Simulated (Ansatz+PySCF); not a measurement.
Results of a calculation; reference values are marked as such.
## PySCF 2.14.0 run

```python
from pyscf import gto, scf, cc

mol = gto.M(atom="""
C 0.000000 0.000000 0.000000
Si 0.524800 0.699730 1.514970
""", basis='6-31g', charge=1, spin=3)
mf = scf.UHF(mol)
mf.kernel()
mycc = cc.CCSD(mf, frozen=6).run()
et = mycc.ccsd_t()
print(mf.e_tot, mycc.e_corr, et, mycc.e_tot + et)
```

The script is written out from the run's settings.

Results

- Converged: yes
- Reference energy: -326.28904 hartree
- CCSD correlation energy: -0.08999 hartree
- Triples correction: -0.00274 hartree
- Total energy: -326.38177 hartree
- Spin squared of the determinant: 3.752

Caution: large amplitudes, a single reference is doubtful.
